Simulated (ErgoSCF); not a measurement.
# CH4 (methane) at KT1/pcseg-0

Aim: the vertical ionisation energy of CH4 (methane) at KT1/pcseg-0, from 2 runs. 

The results are computed with ErgoSCF 3.8.

11 further runs of the same task are left out: 6 that didn't finish, 5 set aside as unsound or not needed.

**1. The molecule**

CH4: 5 atoms, total charge 0, spin state singlet. As SMILES, `C`. The coordinates come from a PBE0-D4/def2-TZVP relaxation.

Bond lengths: C1–H2 1.090 Å, C1–H3 1.090 Å, C1–H4 1.090 Å, C1–H5 1.090 Å. Angles: H2–C1–H3 109.5°, H2–C1–H4 109.5°, H2–C1–H5 109.5°, H3–C1–H4 109.5°, H3–C1–H5 109.5°, H4–C1–H5 109.5°.

**2. A single-point energy at KT1/pcseg-0**

The input, input.xyz:

```xyz
5

C      0.000000     0.000000     0.000000
H      0.159000    -0.243200     1.050200
H     -1.006700     0.395200    -0.132900
H      0.119700    -0.899500    -0.603300
H      0.728100     0.747400    -0.313900
```

The input, ergo.in:

```
set_nthreads(1)
molecule "input.xyz"
basis = "pcseg-0"
scf.use_diagonalization = 1
tmpdir = "."
scf.output_mulliken_pop = 1
scf.convergence_threshold = 1e-06
scf.max_number_of_iterations = 150
run "KT1"
```

The basis set pcseg-0 is read from a file made from the Basis Set Exchange's data (not shown).

Launch:

```sh
$ ergo ergo.in
```

Output:

```text
INMA ERGO version 3.8
INMA reading input from file ergo.in
INMA  basis := pcseg-0
INMA Basis really set to pcseg-0
INMA  use_diagonalization := 1
INMA  output_mulliken_pop := 1
INMA  convergence_threshold := 1e-06
INMA  max_number_of_iterations := 150
INMA running KT1
INDF      This is a DFT calculation of type: KT1
INDF Weighted mixed functional:
INDF                       VWN:    1.00000
INDF                        KT:   -0.00600
INDF                    Slater:    1.00000
INMA Running KT1
INSC SCF_general constructor, number of basis functions: 17
INSC Min internuclear distance:      2.05908 a.u.  =      1.08962 Angstrom
INSC Max internuclear distance:      3.36262 a.u.  =      1.77942 Angstrom
INSC Euclidean norm of overlap matrix =          4.56915059528  (acc 1.49e-08)
INSC Euclidean norm of invCholFactor after truncation =          7.91977540608
INSC Beginning of SCF cycle 1
INDF Grid for charge 6: 34 radial points, 6428 total, r=18.121271
INDF Grid for charge 1: 29 radial points, 2902 total, r=12.621360
INDF Generating Turbo grid Radint = 5e-09 AngInt: [ 6 29 ]
INDF Grid pruned from 18036 to 17359 grid points.
INDF Electrons:   9.9999981  -2e-07: xc energy -4.558467 (serial)
INSC nuclearEnergy, energy_2el, energy = 13.439764, 18.687861, -23.539348
INSC Energy   1 =        -23.53934804911
INSC maxabs FDS-SDF is     5.22
INDE E_HOMO =         -1.03030466183
INDE E_LUMO =         -0.16049644703
INSC Beginning of SCF cycle 2
INDF Electrons:  10.0000034   3e-07: xc energy -8.975357 (serial)
INSC nuclearEnergy, energy_2el, energy = 13.439764, 37.379021, -37.056593
INSC Energy   2 =        -37.05659348183
INSC maxabs FDS-SDF is     1.51
INSC using DIIS to get combined Fock matrix, number of iters used for DIIS:  2
INDE E_HOMO =         -0.02498051085
INDE E_LUMO =          0.27885794413
INSC Beginning of SCF cycle 3
INDF Electrons:   9.9999918  -8e-07: xc energy -6.545141 (serial)
INSC nuclearEnergy, energy_2el, energy = 13.439764, 17.835201, -38.616734
INSC Energy   3 =        -38.61673429663  ( diff     -1.560140814800889 )
INSC maxabs FDS-SDF is    0.633
INSC using DIIS to get combined Fock matrix, number of iters used for DIIS:  3
INDE E_HOMO =         -0.53480671391
INDE E_LUMO =         -0.00537752500
INSC Beginning of SCF cycle 4
INDF Electrons:  10.0000045   5e-07: xc energy -7.519305 (serial)
INSC nuclearEnergy, energy_2el, energy = 13.439764, 26.421571, -40.848673
INSC Energy   4 =        -40.84867259840  ( diff     -2.231938301763009 )
INSC maxabs FDS-SDF is    0.157
INSC using DIIS to get combined Fock matrix, number of iters used for DIIS:  4
INDE E_HOMO =         -0.36633064957
INDE E_LUMO =          0.06557489206
INSC Beginning of SCF cycle 5
INDF Electrons:  10.0000035   4e-07: xc energy -7.400617 (serial)
INSC nuclearEnergy, energy_2el, energy = 13.439764, 25.549004, -40.895987
INSC Energy   5 =        -40.89598686646  ( diff     -0.047314268062763 )
INSC maxabs FDS-SDF is   0.0485
INSC using DIIS to get combined Fock matrix, number of iters used for DIIS:  5
INDE E_HOMO =         -0.35492734342
INDE E_LUMO =          0.06415736311
INSC Beginning of SCF cycle 6
INDF Electrons:  10.0000033   3e-07: xc energy -7.370659 (serial)
INSC nuclearEnergy, energy_2el, energy = 13.439764, 25.290689, -40.899598
INSC Energy   6 =        -40.89959796735  ( diff     -0.003611100893238 )
INSC maxabs FDS-SDF is   0.0123
INSC using DIIS to get combined Fock matrix, number of iters used for DIIS:  6
INDE E_HOMO =         -0.35116689348
INDE E_LUMO =          0.06548114693
INSC Beginning of SCF cycle 7
INDF Electrons:  10.0000032   3e-07: xc energy -7.362178 (serial)
INSC nuclearEnergy, energy_2el, energy = 13.439764, 25.218108, -40.899824
INSC Energy   7 =        -40.89982445963  ( diff     -0.000226492272915 )
INSC maxabs FDS-SDF is  0.00152
INSC using DIIS to get combined Fock matrix, number of iters used for DIIS:  7
INDE E_HOMO =         -0.35058757070
INDE E_LUMO =          0.06583785480
INSC Beginning of SCF cycle 8
INDF Electrons:  10.0000032   3e-07: xc energy -7.361149 (serial)
INSC nuclearEnergy, energy_2el, energy = 13.439764, 25.208850, -40.899828
INSC Energy   8 =        -40.89982796025  ( diff     -0.000003500621048 )
INSC maxabs FDS-SDF is 0.000132
INSC using DIIS to get combined Fock matrix, number of iters used for DIIS:  8
INDE E_HOMO =         -0.35053239087
INDE E_LUMO =          0.06586761040
INSC Beginning of SCF cycle 9
INDF Electrons:  10.0000032   3e-07: xc energy -7.361047 (serial)
INSC nuclearEnergy, energy_2el, energy = 13.439764, 25.207979, -40.899828
INSC Energy   9 =        -40.89982798649  ( diff     -0.000000026243427 )
INSC maxabs FDS-SDF is 1.49e-06
INSC using DIIS to get combined Fock matrix, number of iters used for DIIS:  9
INDE E_HOMO =         -0.35053195071
INDE E_LUMO =          0.06586764285
INSC Beginning of SCF cycle 10
INDF Electrons:  10.0000032   3e-07: xc energy -7.361046 (serial)
INSC nuclearEnergy, energy_2el, energy = 13.439764, 25.207971, -40.899828
INSC Energy  10 =        -40.89982798649  ( diff     -0.000000000003695 )
INSC maxabs FDS-SDF is  4.2e-07
RESC CONVERGED after  10 iterations.
RESC FINAL ENERGY:        -40.89982798649
TISC Main SCF loop took      0.21 usr cpu s       0.03 sys cpu s       0.24 wall s
INSC SCF: dipole_moment_x [atomic units] =       0.00002826
INSC SCF: dipole_moment_y [atomic units] =      -0.00000456
INSC SCF: dipole_moment_z [atomic units] =       0.00001571
INSC Sum of Mulliken charges (electrons):      10.0000000
INSC Mulliken charge of atom 0 =      -0.8228220
INSC Mulliken charge of atom 1 =       0.2056952
INSC Mulliken charge of atom 2 =       0.2057092
INSC Mulliken charge of atom 3 =       0.2057167
INSC Mulliken charge of atom 4 =       0.2057009
INSC Sum of Mulliken atomic charges:      -0.0000000
```

It took 0.64 s on 1 thread of Arm Neoverse V1, shared host; peak memory 0.26 GiB.

[end of part 1 of 2]
